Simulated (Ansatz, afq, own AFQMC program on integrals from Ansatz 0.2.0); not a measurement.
**Rh, quartet → Rh⁺, quintet**

A free Rh atom.

E(quintet, charge +1) − E(quartet, charge +0) at this geometry, on UHF and UHF determinants.

Basis def2-TZVPP with its core potentials. Noble-gas cores (and the filled d shells of Ga–Kr and In–Xe) are frozen. Ansatz 0.2.0 and our own AFQMC program on the same integrals; the CISD trial comes from CCSD amplitudes, and released means the phaseless constraint is let go. Error bars are statistical, one sigma. No spin–orbit coupling. The metal's outer-core s and p shells are frozen, which shifts wave-function levels against functionals. The errors of all members are added in quadrature.

No full CI on the walks' own integrals is used here; CCSDT(Q) serves as the reference and is uncertain by about the last step of the cluster series. Each member takes its own surest rung, up to full CI.

Errors are counted within def2-TZVPP, not against nature.

Cautions: no spin-orbit coupling; outer-core shells of the metal frozen; Rh (quartet): the released energies move by 1.5 errors or more from one time to the next, so no released level is given (meV from the phaseless value at times in 1/Eh: -6.1 ± 2.2 at 0.60, -11.2 ± 2.2 at 1.20, -7 ± 3 at 2.00, -16 ± 5 at 3.00, -8 ± 8 at 4.20), though the last usable value meets CCSDT(Q) within the noise; Rh⁺ (quintet): another spin lies lower, the released energies move by 1.5 errors or more from one time to the next, so no released level is given (meV from the phaseless value at times in 1/Eh: -3.3 ± 1.1 at 0.60, -7.4 ± 1.6 at 1.20, -5.0 ± 1.8 at 2.00, -2.1 ± 1.5 at 3.00, -6.3 ± 2.5 at 4.20), though the last usable value meets CCSDT(Q) within the noise; this isn't the first ionization.

Reference (CCSDT(Q)): 891.8 kJ/mol.

```tsv
level	vertical ionization energy (kJ/mol)	error against CCSDT(Q) (kJ/mol)
HF	738.8	-153.0
MP2	900.8	9.0
CCSD	881.7	-10.1
CCSD(T)	891.9	0.1
CCSDT	891.5	-0.2
ph-AFQMC/CISD	891.0 ± 0.3	-0.8 ± 0.3
```

Correlation beyond CCSD(T) changes it by less than 2 meV. The perturbative (T) step is worth +10.2 kJ/mol.

A walk keeps the symmetry of its determinant, which the program's search chose and which needn't be the lowest solution, so a lower state of the same spin and another symmetry isn't excluded.
